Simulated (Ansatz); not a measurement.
# U-r2SCAN/STO-3G run of BNH2F (SMILES N[B]F)

Aim: the energy change on altering one bond length of BNH2F at U-r2SCAN/STO-3G, from 2 runs. 

The calculation is run with Ansatz 0.2.0.

78 further runs of the same task are left out: 78 set aside as unsound or not needed.

## Step 1: The molecule

BNH2F: 5 atoms, total charge 0, spin state doublet. SMILES: `N[B]F`. Geometry: relaxed at PBE0-D4/def2-TZVP. This is one conformer, not always the lowest.

Bond lengths: N1–B2 1.384 Å, B2–F3 1.324 Å, N1–H4 1.003 Å, N1–H5 1.010 Å. Angles: N1–B2–F3 122.6°, B2–N1–H4 122.5°, B2–N1–H5 122.8°, H4–N1–H5 114.7°.

## Step 2: The energy at U-r2SCAN/STO-3G

Contents of in.yaml:

```yaml
crystal:
  periodic: [false, false, false]
  atoms:
    - {symbol: N, position_ang: [-0.315200, 0.284600, -0.298300]}
    - {symbol: B, position_ang: [0.256800, -0.904700, 0.119300]}
    - {symbol: F, position_ang: [1.186500, -0.957100, 1.060600]}
    - {symbol: H, position_ang: [-1.019600, 0.322000, -1.012000]}
    - {symbol: H, position_ang: [-0.058500, 1.181700, 0.088900]}
basis:
  gaussian:
    orbitals: STO-3G
magnetization:
  spin_polarized: true
  initial_magnetization: 1
hamiltonian:
  xc: {name: r2SCAN}
accuracy: high
```

Run with:

```bash
$ ansatz run in.yaml --threads 1 --pin off --max-ram 2610MiB --events-out events.jsonl --progress --plain --runs-dir runs
```

The log of the run:

```text
Warning: RAYON_NUM_THREADS=1 ignored (pool sized by the plan → 1); use --threads N
Functional definition: r2SCAN
  name "r2SCAN"
  parameter k0 = 0.174
  parameter k1 = 0.065
  parameter a1 = 4.9479
  exchange = r2scan_x(k0 = k0, k1 = k1, a1 = a1)
  correlation = r2scan_c
295 factors; integrals over basis functions are off by at most 4.6e-8 eV
mean field evaluation 1: about -4845.6027 eV, gradient 9.3e0 eV
mean field evaluation 2: about -4845.2138 eV, gradient 1.3e1 eV
mean field evaluation 4: about -4846.1873 eV, gradient 3.2e-1 eV
mean field evaluation 8: about -4846.1307 eV, gradient 9.3e-3 eV
mean field evaluation 16: about -4846.1307 eV, gradient 1.1e-6 eV
mean field -4846.13070329 eV, -178.0920185204 hartree, gradient 5.4e-8 eV, S^2 0.754097; 0 other end points of the search recorded, 0 dependent functions left out
reference -4846.13070400 eV, -178.0920185466 hartree; 12, 11 occupied and 5, 6 virtual orbitals, 295 factors
Total energy: -4846.13070400 eV, -178.0920185466 hartree
```

Run time: 3 s. Hardware: 1 thread of Arm Neoverse V2, shared host; peak memory 0.21 GiB.

## Step 3: The distorted shape

Contents of job.yaml:

```yaml
crystal:
  periodic: [false, false, false]
  atoms:
    - {symbol: N, position_ang: [-0.139124, 0.275251, -0.119899]}
    - {symbol: B, position_ang: [0.432876, -0.914049, 0.297701]}
    - {symbol: F, position_ang: [1.362576, -0.966449, 1.239001]}
    - {symbol: H, position_ang: [-1.019600, 0.322000, -1.012000]}
    - {symbol: H, position_ang: [0.117576, 1.172351, 0.267301]}
basis:
  gaussian:
    orbitals: STO-3G
hamiltonian:
  xc: r2scan
magnetization:
  spin_polarized: true
  initial_magnetization: 1
accuracy: high
```

Run with:

```bash
$ ansatz run job.yaml --threads 1 --pin off --max-ram 2610MiB --events-out events.jsonl --progress --plain --runs-dir runs
```

The log of the run, cut to the lines that bear on the results:

```text
Warning: RAYON_NUM_THREADS=1 ignored (pool sized by the plan → 1); use --threads N
[... 7 set-up lines as earlier in the session ...]
295 factors; integrals over basis functions are off by at most 4.7e-8 eV
mean field evaluation 1: about -4844.7281 eV, gradient 9.7e0 eV
mean field evaluation 2: about -4844.0099 eV, gradient 1.6e1 eV
mean field evaluation 4: about -4845.3898 eV, gradient 3.6e-1 eV
mean field evaluation 8: about -4845.3171 eV, gradient 3.4e-2 eV
mean field evaluation 16: about -4845.3171 eV, gradient 5.8e-6 eV
mean field -4845.31713474 eV, -178.0621204278 hartree, gradient 4.5e-8 eV, S^2 0.754425; 0 other end points of the search recorded, 0 dependent functions left out
reference -4845.31713548 eV, -178.0621204549 hartree; 12, 11 occupied and 5, 6 virtual orbitals, 295 factors
Total energy: -4845.31713548 eV, -178.0621204549 hartree
```

Run time: 3.3 s. Hardware: 1 thread of Arm Neoverse V2, shared host; peak memory 0.21 GiB.

## Step 4: Summary of results

Level: U-r2SCAN/STO-3G.

```
                                                         quantity          value
                                        first shape: total energy  -178.09202 Eh
                                                first shape: ⟨S²⟩          0.754
                                    distorted shape: total energy  -178.06212 Eh
                                            distorted shape: ⟨S²⟩          0.754
energy change with the N1–H4 bond stretched from 1.003 to 1.254 Å       0.814 eV
```

What this shows: With the N1–H4 bond stretched from 1.003 to 1.254 Å the energy rises by 0.81 eV (78.5 kJ/mol). The first shape isn't relaxed at this level, so the change isn't measured from a minimum. The minimal basis adds a large error of its own.
